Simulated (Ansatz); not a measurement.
# fcc Rh

These are PBEsol in Ansatz (plane waves, PAW) values and carry that method's errors.

Numerical settings: plane-wave cutoff 500 eV, 32×32×32 k mesh, Fermi–Dirac smearing 0.1 eV, no spin polarisation, scalar-relativistic PAW data made under PBE.

Cell (relaxed at this level):

```
Rh
1.0
    0.00000     1.89077     1.89077
    1.89077     0.00000     1.89077
    1.89077     1.89077     0.00000
Rh
1
Direct
  0.00000   0.00000   0.00000
```

| Item | Result |
|---|---|
| volume per atom | 13.52 Å³/atom |
| lattice parameter a | 3.782 Å |

Measured, for comparison: equilibrium volume per atom 13.65 Å³/atom, lattice constant a 3.794 Å (static lattice: zero-point anharmonic expansion removed; as tabulated in Mejia-Rodriguez and Trickey (2018), arXiv:1807.09216). Computed (rounded) less measured: equilibrium volume per atom -1.0 %, lattice constant a -0.3 %.

It cost very roughly 60 core-seconds of CPU time.

Ansatz is a program for electronic structure.
